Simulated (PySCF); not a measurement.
Formyl chloride, CHClO.
SMILES: `O=CCl`

Method: MP2 and CCSD/aug-cc-pVDZ in PySCF, restricted Hartree–Fock reference, 7 core orbitals frozen, non-relativistic, gas phase, PBE0-D3(BJ)/def2-SVP geometry.

E(HF) = -572.82476 Eh.

Task: How large is the problem?

Result: 82 basis functions and 32 electrons; 7 orbitals frozen, which leaves o = 9 correlated occupied and v = 66 virtual orbitals. That is o·v = 594 singles and o·v(o·v + 1)/2 = 176715 distinct closed-shell doubles amplitudes before symmetry; the costliest CCSD step grows as o²v⁴ = 1.5 × 10^9.

Task: What are the MP2 and CCSD correlation energies?

Result: MP2 -0.4763 Eh and CCSD -0.4933 Eh, which gives totals of -573.30105 and -573.31803 Eh. That is 0.746 eV for each correlated electron at CCSD (1295 kJ/mol in all, 0.086 % of the total energy); MP2 gives 96.6 % of the CCSD value.

Task: What is the T1 diagnostic?

Result: 0.0165, below the customary warning level of 0.02. It is the norm of the spatial-orbital singles amplitudes over the root of the number of correlated electrons, so the norm is 0.070.

Task: How does correlation change the dipole moment?

Result: HF gives 2.18 D and CCSD (unrelaxed density) 1.79 D, a change of -0.39 D; the two vectors are 6° apart.

Connected triples and the basis-set limit are missing.

The job also held the EOM ionisation and excitation roots. Time: 96 s of wall time; peak memory 0.55 GiB. Hardware: Arm Neoverse V1, one thread, no GPU, on a shared host.
